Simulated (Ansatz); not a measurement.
A made-up structure of CH₃BN, doublet:

```tsv
atom	x (Å)	y (Å)	z (Å)
B1	-0.7948	0.2244	-0.6384
N2	1.3587	-0.2942	0.6847
C3	0.3259	-0.0626	0.1272
H4	-1.3602	-0.6827	-1.1693
H5	-1.1447	1.3628	-0.7179
H6	1.5986	-0.5313	1.6473
```

It is relaxed with PBE-D4/def2-SVP and then PBE0-D4/def2-TZVP (Ansatz 0.2.0). Atoms count as bonded within 1.22 times the sum of their covalent radii (H–H: 0.88 Å). The end point is not checked to be a true minimum.

(1) Does its bonding change? (A judgement: the text doesn't fix the answer.)

## Answers

(1) By the calculation: No: no bond forms or breaks.

Where it ends: The first stage lowers the energy by 0.20 eV in 7 steps. It ends as CH₃BN ([BH2][C][NH]):
```
6
angstrom
B -0.8199 0.2313 -0.6569
N 1.4094 -0.3013 0.6956
C 0.3764 -0.0707 0.1409
H -1.3906 -0.6748 -1.1815
H -1.1761 1.3668 -0.7304
H 1.5844 -0.5349 1.6657
```

Labels in which every atom is bracketed show which atoms are joined, not bond orders.

For scale, one of the runs: PBE0-D4/def2-TZVP relaxation, 111 basis functions, launched by `ansatz run in.yaml --threads 2 --pin off --events-out ev --progress --plain --max-ram 4352MiB`. Hardware: 2 CPU threads of an Arm Neoverse N1, shared host. Wall time about 26 s.
